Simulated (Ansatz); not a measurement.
AsH$_{2}$⁺, singlet in cc-pVDZ: errors against full CI

Geometry: displaced at random from a stationary point.

```xyz
3

As    0.0033   -0.0279   -0.0002
H    -0.1616    1.0532   -1.0795
H    -0.0849    1.0207    1.0941
```

Basis cc-pVDZ; Ansatz 0.2.0. Correlated methods freeze the noble-gas cores and the filled d shells of p-block atoms, which leaves 6 electrons in 23 orbitals. Prefix R: restricted or restricted open-shell reference; prefix U: unrestricted. Active spaces: valence = (6e, 6o) chosen from the atoms' valence shells. No spin–orbit coupling is included, and no scalar relativity.

Full CI is exact within this basis and frozen core; it isn't the basis-set limit. The frozen core follows each run's orbitals, which can shift R against U totals by a few meV for light atoms and by up to 0.1 eV past Ca.

* UHF ⟨S²⟩: 0.238
* T1 diagnostic (RCCSD): 0.0120
* largest doubles amplitude (RCCSD): 0.088

```tsv
level	E − E(full CI) (mEh)	share of correlation (%)	wall time
RHF	118.59	0.00	–
RMP2	29.62	75.03	–
CISD	7.24	93.90	0.54 s
RCCSD	2.73	97.70	–
RCCSD(T)	0.62	99.48	0.69 s
BCCD(T)	0.61	99.48	0.48 s
RCCSDT	0.12	99.90	–
RCCSDT(Q)	0.02	99.98	0.99 s
RCCSDTQ	0.00	100.00	4.4 s
CASSCF (valence space)	64.80	45.36	–
NEVPT2 (valence space)	18.03	84.80	0.96 s
NEVPT4(SD) (valence space)	2.41	97.97	1.2 s
MRCISD (valence space)	2.16	98.18	–
MRCISD+Q (valence space)	0.04	99.96	1.3 s
```

The correlation energy at full CI, counted from RHF, is -3.227 eV. That run took 7 s on 1 thread of Arm Neoverse V1, shared host over 1,573,121 determinants.

Run but not shown, since their state, orbitals or frozen core can't be matched to the reference's or they repeat it: UHF.

Times hold each run's SCF and search for its determinant on a shared host, so for small cases they say little of a method's own cost; they ran on 1 thread of Arm Neoverse V1. Some runs computed forces too.

The full-CI state has the irrep A' of Cs, in the program's axes.

Natural occupations of full CI about the gap: 1.964 1.946 1.915 0.052 0.043 0.028 0.011 0.007 0.007 0.006; effectively unpaired electrons, Σ n²(2−n)², 0.06.
